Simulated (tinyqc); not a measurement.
Inside a calculation. Method: Hueckel theory of the pi electrons with the omega technique, for the molecule [CH2]C(=C)F (SMILES; centres numbered as the heavy atoms are written). One step of it, computed by the program tinyqc.

Task: Omega technique, round 2. h_r = h_r(0) + omega q_r, omega = 0.6, with q_r = z_r - P_rr.

Hueckel matrix in units of beta (H = alpha + beta A), lower triangle:
```
,1C,2C,3C,4F
1C,0.000000
2C,1.000000,0.000000
3C,0.000000,1.000000,0.000000
4F,0.000000,0.700000,0.000000,3.000000
```

charge and bond-order matrix P, lower triangle:
```
,1C,2C,3C,4F
1C,1.019905
2C,0.698093,0.984923
3C,0.019905,0.698093,1.019905
4F,-0.108970,0.158450,-0.108970,1.975267
```

Centres:
```
centre,"z_r, pi electrons of the neutral centre",h
1C,1,0.000000
2C,1,0.000000
3C,1,0.000000
4F,2,3.000000
```

Give: matrix after round 2.

Result:

matrix after round 2, lower triangle:
```
,1C,2C,3C,4F
1C,-0.0119
2C,1.0000,0.0090
3C,0.0000,1.0000,-0.0119
4F,0.0000,0.7000,0.0000,3.0148
```
